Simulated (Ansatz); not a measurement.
**One shape, several levels: doublet [B2]−**

Aim: a comparison of 6 runs (UHF/3-21G, U-wB97X/3-21G, UHSE06/6-31G, USVWN5/6-31G, UBCCD(T)/6-31G, UCCSDT(Q)/3-21G) of doublet [B2]−. 

The calculation is run with Ansatz 0.2.0.

45 further runs of the same task are left out: 2 that didn't finish, 43 set aside as unsound or not needed.

## (1) The molecule

[B2]− has 2 atoms, charge -1, and is taken as a doublet. As SMILES of the parent species, `B#B`. The coordinates come from a GFN2-xTB relaxation. That shape belongs to the parent species and isn't relaxed for this state.

Bond lengths: B1–B2 1.405 Å.

## (2) The energy at UHF/3-21G (run 1)

Input file job.yaml:

```yaml
basis:
  gaussian: {orbitals: 3-21G.json}
crystal:
  periodic: [false, false, false]
  atoms:
    - {symbol: B, position_ang: [0.000000, 0.000000, 0.000000]}
    - {symbol: B, position_ang: [0.000000, 0.000000, 1.405120]}
total_charge: -1
magnetization: {spin_polarized: true, initial_magnetization: 1}
hamiltonian: {xc: hf}
accuracy: high
```

The basis set 3-21G is read from a file made from the Basis Set Exchange's data (not shown).

Command:

```
$ ansatz run job.yaml --threads 1 --pin off --max-ram 2610MiB --events-out events.jsonl --progress --plain --runs-dir runs
```

Standard output:

```text
Warning: RAYON_NUM_THREADS=1 ignored (pool sized by the plan → 1); use --threads N
Functional definition: HF
  name "HF"
  exchange = exact_x
  correlation = 0
384 factors; integrals over basis functions are off by at most 3.4e-9 eV
mean field evaluation 1: about -1326.4732 eV, gradient 7.3e0 eV
mean field evaluation 2: about -1326.4766 eV, gradient 7.4e0 eV
mean field evaluation 4: about -1327.0751 eV, gradient 7.0e-1 eV
mean field evaluation 8: about -1327.0835 eV, gradient 9.0e-4 eV
mean field evaluation 16: about -1327.0835 eV, gradient 1.1e-4 eV
mean field evaluation 32: about -1329.0528 eV, gradient 1.4e-8 eV
mean field evaluation 64: about -1327.0835 eV, gradient 5.2e-5 eV
mean field evaluation 96: about -1328.9373 eV, gradient 1.1e0 eV
mean field evaluation 128: about -1327.6527 eV, gradient 5.7e0 eV
mean field evaluation 160: about -1327.7695 eV, gradient 8.9e-1 eV
mean field evaluation 192: about -1327.8678 eV, gradient 2.6e0 eV
mean field evaluation 224: about -1327.0835 eV, gradient 2.0e-5 eV
mean field evaluation 256: about -1321.6640 eV, gradient 1.2e1 eV
mean field -1329.05280312 eV, -48.8417896503 hartree, gradient 2.3e-8 eV, S^2 1.943132; 13 other end points of the search recorded, 0 dependent functions left out
reference -1329.05280312 eV, -48.8417896503 hartree; 6, 5 occupied and 12, 13 virtual orbitals, 384 factors
Total energy: -1329.05280312 eV, -48.8417896503 hartree
```

Wall time 0.48 s (1 thread of Arm Neoverse N1, shared host).

## (3) The energy at U-wB97X/3-21G (run 2)

Input file in.yaml:

```yaml
crystal:
  periodic: [false, false, false]
  atoms:
    - {symbol: B, position_ang: [0.000000, 0.000000, 0.000000]}
    - {symbol: B, position_ang: [0.000000, 0.000000, 1.405120]}
basis:
  gaussian:
    orbitals: 3-21G.json
total_charge: -1
magnetization:
  spin_polarized: true
  initial_magnetization: 1
hamiltonian:
  xc: {name: wB97X}
accuracy: high
```

The basis set 3-21G is read from a file made from the Basis Set Exchange's data (not shown).

Command:

```
$ ansatz run in.yaml --threads 1 --pin off --max-ram 2610MiB --events-out events.jsonl --progress --plain --runs-dir runs
```

Standard output, shortened:

```text
Warning: RAYON_NUM_THREADS=1 ignored (pool sized by the plan → 1); use --threads N
Functional definition: wB97X
  name "wB97X"
[...]
      + exact_x_lr(omega)
[...]
      + integral(e_c_pw_opposite_spin*poly(b97_u_opposite, 1, cos1, cos2, cos3, cos4))
384 factors; integrals over basis functions are off by at most 3.4e-9 eV
158 factors; integrals over basis functions are off by at most 2.2e-9 eV
[...]
mean field -1336.75979699 eV, -49.1250164510 hartree, gradient 2.3e-8 eV, S^2 1.530160; 14 other end points of the search recorded, 0 dependent functions left out
reference -1336.75979606 eV, -49.1250164170 hartree; 6, 5 occupied and 12, 13 virtual orbitals, 384 factors
Total energy: -1336.75979606 eV, -49.1250164170 hartree
```

It took 36 s on 1 thread of Arm Neoverse N1, shared host; peak memory 0.21 GiB.

Runs 3 to 4 aren't shown in full; the table further down has their settings and results.

## (4) The energy at UBCCD(T)/6-31G (run 5)

Input file run.yaml:

```yaml
crystal:
  periodic: [false, false, false]
  atoms:
    - {symbol: B, position_ang: [0.000000, 0.000000, 0.000000]}
    - {symbol: B, position_ang: [0.000000, 0.000000, 1.405120]}
basis:
  gaussian:
    orbitals: 6-31G
total_charge: -1
magnetization:
  spin_polarized: true
  initial_magnetization: 1
correlation:
  method: bccd_t
  frozen_orbitals: {B: 1}
accuracy: high
scf:
  omitted_lower_state_checks: [cluster_reference, increment]
```

Command:

```
$ ansatz run run.yaml --threads 1 --pin off --max-ram 2610MiB --events-out events.jsonl --progress --plain --runs-dir runs
```

Standard output:

```text
Warning: RAYON_NUM_THREADS=1 ignored (pool sized by the plan → 1); use --threads N
[... 21 lines left out ...]
2 core orbitals not correlated: weight in the atoms' cores, before any rotation towards them, 1.000 or more for the frozen orbitals, at most 0.000 for the correlated occupied ones
[... 47 lines left out ...]
Total energy: -1338.67638303 eV, -49.1954496890 hartree
Checks for a lower state left out: cluster_reference, increment
```

Wall time 1.4 s (1 thread of Arm Neoverse N1, shared host).

## (5) A single-point energy at UCCSDT(Q)/3-21G (run 6)

Input file job.yaml:

```yaml
crystal:
  periodic: [false, false, false]
  atoms:
    - {symbol: B, position_ang: [0.000000, 0.000000, 0.000000]}
    - {symbol: B, position_ang: [0.000000, 0.000000, 1.405120]}
basis:
  gaussian:
    orbitals: 3-21G.json
accuracy: high
magnetization:
  spin_polarized: true
  initial_magnetization: 1
scf:
  omitted_lower_state_checks: [cluster_reference, increment]
total_charge: -1
correlation:
  method: ccsdt_q
  frozen_orbitals: {B: 1}
```

The basis set 3-21G is read from a file made from the Basis Set Exchange's data (not shown).

Command:

```
$ ansatz run job.yaml --threads 1 --pin off --max-ram 2610MiB --events-out events.jsonl --progress --plain --runs-dir runs
```

Standard output:

```text
Warning: RAYON_NUM_THREADS=1 ignored (pool sized by the plan → 1); use --threads N
[... 21 lines left out ...]
2 core orbitals not correlated: weight in the atoms' cores, before any rotation towards them, 1.000 or more for the frozen orbitals, at most 0.000 for the correlated occupied ones
[... 48 lines left out ...]
Total energy: -1331.91637231 eV, -48.9470238771 hartree
Checks for a lower state left out: cluster_reference, increment
```

Wall time 4.2 s (1 thread of Arm Neoverse N1, shared host); peak memory 0.094 GiB.

## (6) The series

```
run            level  frozen core orbitals  energy (Eh)   ⟨S²⟩  wall time
  1        UHF/3-21G                     –   -48.841790  1.943     0.48 s
  2    U-wB97X/3-21G                     –   -49.125016  1.530       36 s
  3     UHSE06/6-31G                     –   -49.333191  1.515      9.6 s
  4     USVWN5/6-31G                     –   -48.833302  1.194      6.3 s
  5   UBCCD(T)/6-31G                     2   -49.195450  1.959      1.4 s
  6  UCCSDT(Q)/3-21G                     2   -48.947024  1.943      4.2 s
```

## (7) Outcome

| quantity | value |
| --- | --- |
| run 6: total energy | -48.94702 Eh |
| run 6: correlation energy (2 core orbitals frozen) | -105.2 mEh |
| run 6: ⟨S²⟩ of the reference determinant | 1.943 |
| run 6: T1 diagnostic | 0.118 |

What this shows: Totals of different functionals can't be ranked against each other. Spin contamination of the reference: run 5 ⟨S²⟩ = 1.96, run 1 ⟨S²⟩ = 1.94, run 6 ⟨S²⟩ = 1.94, run 2 ⟨S²⟩ = 1.53, run 3 ⟨S²⟩ = 1.51, run 4 ⟨S²⟩ = 1.19. Where it is this large, the reference is a mixture of spin states, and values that rest on it are in doubt. All runs together took 58 s, the longest 36 s.
